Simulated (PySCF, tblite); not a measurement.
**A complex of hydronium and dichloromethane**

A gas-phase complex of hydronium and dichloromethane; charge +1, singlet. The structure comes from a short search (6 tight-binding starts) and was relaxed by PBE0-D3(BJ)/def2-SVPD; another way of binding may lie lower. Frequencies by PBE0-D3(BJ)/def2-SVPD show no clear imaginary mode.

Parts: 1 = hydronium ([OH3+]), atoms 1–4, charge +1; 2 = dichloromethane (ClCCl), atoms 5–9.

Coordinates in Å:
```
O1     -0.353    0.344    0.117
H2     -0.506    1.158   -0.453
H3     -1.243   -0.124    0.099
H4      0.373   -0.216   -0.215
Cl5    -3.224   -0.070   -0.446
C6     -3.353    1.654   -0.886
Cl7    -1.819    2.334   -1.495
H8     -4.087    1.730   -1.695
H9     -3.651    2.217    0.004
```

Contacts between parts, classed by geometry: H2···Cl7 2.048 Å (hydrogen bond, 148°); H3···Cl5 2.055 Å (hydrogen bond, 148°).

Interaction energies are complex less parts, with the parts frozen as they stand in it; counterpoise-corrected, in kcal/mol (PySCF).

How strongly do the parts interact, level by level?


| level | interaction | superposition error removed |
| --- | --- | --- |
| wB97M-D3(BJ)/def2-TZVPD | -24.46 | -0.14 |
| PBE0-D3(BJ)/def2-TZVPD | -26.19 | -0.15 |

What holds them together? Decompose the wB97M-D3(BJ)/def2-TZVPD energy: frozen parts, their antisymmetrised product, then relaxation.

electrostatic -16.7, Pauli repulsion +23.6, orbital relaxation -29.4, dispersion correction -2.2 kcal/mol, which sum to the value before the counterpoise correction; the Pauli term holds the exchange-correlation of the frozen density too. Of the attraction, 61 % is orbital relaxation, 35 % is electrostatic, 5 % is dispersion correction.

The parts were also relaxed and run alone, at the levels used for the complex: shieldings by PBE0/pcSseg-2; core levels by delta-SCF with SCAN, pcX-2 on the ionised atom and pcseg-1 elsewhere, spin-free X2C (2p3/2 is the spin-free 2p value less a third of a first-order spin-orbit splitting).

Values alone: O1–H2 bond (Å): 0.980; shielding of H2 (ppm): 23.87; shielding of Cl7 (ppm): 746.0; shielding of H3 (ppm): 23.87; shielding of Cl5 (ppm): 746.0; O1 1s core level (eV): 552.23; C6 1s core level (eV): 294.20; Cl7 2p3/2 core level (eV): 206.69.

What does binding change?


```
                 property   alone  in the complex  change
           O1–H2 bond (Å)   0.980           1.006  +0.026
    shielding of H2 (ppm)   23.87           20.73   -3.14
   shielding of Cl7 (ppm)   746.0           717.3   -28.7
    shielding of H3 (ppm)   23.87           20.83   -3.04
   shielding of Cl5 (ppm)   746.0           717.9   -28.1
    O1 1s core level (eV)  552.23          549.00   -3.23
    C6 1s core level (eV)  294.20          299.05   +4.85
Cl7 2p3/2 core level (eV)  206.69          211.98   +5.29
```

The 5 runs behind this took 12 min in all, one thread each of Arm Neoverse V1 on a shared host, launched as `OMP_NUM_THREADS=1 python cluster_run.py task.json out`.
